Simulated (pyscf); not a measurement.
`[CH3][CH2][AlH2]` -> `[CH3][AlH][CH3]`, a concerted two-bond exchange (singlet surface; C–C, Al–H broken, Al–C, C–H formed). Single points on ωB97X-D3(BJ)/def2-SVP structures (PySCF, gas phase). Correlated levels are frozen-core, on RHF or UHF. ΔMP2 is the change of the MP2 total energy from the triple- to the quadruple-zeta basis. Energies in kcal/mol from the reactant's lowest minimum found.

Small-basis levels: PySCF, no dispersion term, spherical d functions. 

Problem. In single points B3LYP/LANL2DZ puts the saddle at 68.7 kcal/mol and the reaction energy at -17.9 kcal/mol. Should these be trusted to within a few kcal/mol? Compare with CCSD(T)/def2-TZVPP + ΔMP2(QZVPP).

Solution. CCSD(T)/def2-TZVPP + ΔMP2(QZVPP) gives ΔE‡ = 73.7 kcal/mol and ΔE = -14.7 kcal/mol. B3LYP/LANL2DZ lies 5.1 kcal/mol under it in the barrier and 3.2 kcal/mol under it in the reaction energy, so on this step it does not hold to within 3.0 kcal/mol. CCSD(T)/def2-TZVPP + ΔMP2(QZVPP) has limits of its own. This is the saddle that the search found; another between the same sides may lie lower. The CCSD(T) − MP2 part came from Ansatz, without density fitting, on the same reference. The largest closed-shell T1 diagnostic is 0.034, which may signal static correlation.
